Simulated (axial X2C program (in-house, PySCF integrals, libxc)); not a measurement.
## O₂: from the spin-free to the two-component result

All values were computed with an in-house all-electron X2C program for linear molecules (integrals from PySCF). Spin-free means the one-electron spin-free X2C Hamiltonian; two-component (2c) means X2C with spin–orbit coupling and atomic mean-field two-electron Coulomb and Gaunt terms, so the difference of the two also holds small scalar two-electron terms. Basis: O dyall-av3z [7s6p3d2f] (cores contracted in-house); Gaussian nuclei, density fitting, unrestricted open shells. Masses: O 15.995 u.

Spin-free state: M_S = 1, Λ = 0 (beyond evenly filled blocks: π+α, π-α); fragments O + O.

```
  level  Re (Å)  ωe (cm⁻¹)  De (eV)
   PBE0   1.193     1708.3    5.383
     HF   1.159     1961.9    1.533
   CCSD   1.201     1658.2    4.660
CCSD(T)   1.212     1578.4    4.965
  PBE50   1.173     1845.8    4.625
```

Correlated methods: 12 electrons correlated (number of frozen shells: O 1 s), 196 virtual spin orbitals or spinors in MP2, 90 natural virtuals in coupled cluster.

Two-component determinant lowest at the distance of the search:

Ω = 1 (⟨Sz⟩ = 1.00, ⟨Lz⟩ = 0.00 at HF); fragments O + O.

```json
{"level": "PBE0", "Re (Å)": "1.193", "ωe (cm⁻¹)": "1708.0", "De (eV)": "5.385"}
{"level": "HF", "Re (Å)": "1.159", "ωe (cm⁻¹)": "1961.5", "De (eV)": "1.536"}
{"level": "CCSD", "Re (Å)": "1.201", "ωe (cm⁻¹)": "1658.0", "De (eV)": "4.661"}
{"level": "CCSD(T)", "Re (Å)": "1.212", "ωe (cm⁻¹)": "1578.2", "De (eV)": "4.953"}
{"level": "PBE50", "Re (Å)": "1.173", "ωe (cm⁻¹)": "1845.5", "De (eV)": "4.628"}
```

From the two tables, how do the constants change at the CCSD(T) level (2c against spin-free)?

At the CCSD(T) level Re is unchanged within 0.001 Å and ωe is unchanged to within 0.2 cm⁻¹; De changes by -0.012 eV.

The state is one determinant whose occupation by symmetry is held fixed; it was picked as the lowest of a PBE0 search that is not exhaustive. De is counted from the lowest determinant-based energies of the atoms at the same level, without counterpoise correction. Density functionals use the spin component along the axis (collinear). CCSD and (T) use frozen natural virtuals with an MP2 correction for the truncation; (T) itself is uncorrected, so its De runs slightly low. A 2c atom that is not at its ground J level misses part of its spin–orbit lowering, and De is too large by that part (0.04 eV or less for light atoms). This holds for PBE0, PBE50. Without a current term, density functionals place determinants with orbital angular momentum somewhat too high. With several unpaired electrons one determinant need not be a pure state. Open-shell Ω = 0 determinants with evenly filled partner blocks cannot be reached by this program, so the Ω shown need not be the lowest component. This is the Ω = 1 component of a π² triplet; the 0⁺ component is not one determinant and can lie lowest.
